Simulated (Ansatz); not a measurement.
Compare A (`CC(C)C(C)O`) with its isomer B (`CCCOCC`).

Gas-phase electronic energies from Ansatz, PBE0-D4/def2-TZVP geometries. CCSD(T)/CBS adds triple-zeta CCSD(T) − MP2 to the extrapolated MP2 energy (def2 sets, frozen cores). Functionals use def2-TZVPP. B3LYP here is the variant with VWN-RPA as its local correlation; programs differ in this. One conformer a species, not always the lowest.

A:

```xyz
18

C     0.734    1.337   -0.765
C    -0.243    0.180   -0.610
C    -0.120   -0.782   -1.783
C    -0.047   -0.553    0.713
C    -0.168    0.341    1.932
O    -1.025   -1.582    0.758
H     0.621    1.798   -1.749
H     1.769    0.988   -0.684
H     0.581    2.117   -0.017
H    -1.265    0.580   -0.594
H    -0.819   -1.613   -1.689
H     0.893   -1.194   -1.837
H    -0.318   -0.267   -2.726
H     0.960   -1.004    0.699
H    -0.103   -0.253    2.848
H     0.630    1.085    1.971
H    -1.132    0.858    1.931
H    -0.947   -2.035    1.601
```

B:

Z-matrix (Å, degrees):
```
C
C 1 1.519
H 1 1.094 2 111.3
H 1 1.092 2 111.4 3 -120.1
H 1 1.094 2 111.2 3 119.8
C 2 1.519 1 111.5 3 -60.3
H 2 1.095 1 110.4 3 179.1
H 2 1.094 1 109.6 3 61.8
O 6 1.406 2 114.3 1 -175.6
H 6 1.102 2 109.8 1 60.3
H 6 1.094 2 109.4 1 -57.1
C 9 1.406 6 114.3 2 -75.6
C 12 1.508 9 108.5 6 -173.8
H 12 1.099 9 110.9 6 65.2
H 12 1.102 9 109.7 6 -52.9
H 13 1.092 12 110.6 9 59.7
H 13 1.092 12 110.5 9 -60.1
H 13 1.092 12 110.4 9 180.0
```

Q: Which isomer does CCSD(T)/CBS put lower? Give the gap. (Best estimate.)

A: The calculation gave: A, by 51.7 kJ/mol.

Q: Give E(B) − E(A) in kJ/mol with PBE-D4, B3LYP-D4, PBE0-D4, r2SCAN-D4, ωB97M-V, B3LYP, B2PLYP. (An estimate is asked.)

A: Ansatz gave: PBE-D4 42.6, B3LYP-D4 39.4, PBE0-D4 45.1, r2SCAN-D4 45.2, ωB97M-V 47.9, B3LYP 31.9, B2PLYP 40.3. None reverses the order clearly.

Largest T1 diagnostic: 0.010.

From PBE to PBE0 (25 % exact exchange), in def2-TZVPP and without D4, E(B) − E(A) moves by +3.1 kJ/mol. In def2-TZVPP, CCSD(T) changes the Hartree–Fock value by +21.0 kJ/mol (the triples alone add +2.2 kJ/mol) and MP2 by +27.5 kJ/mol.
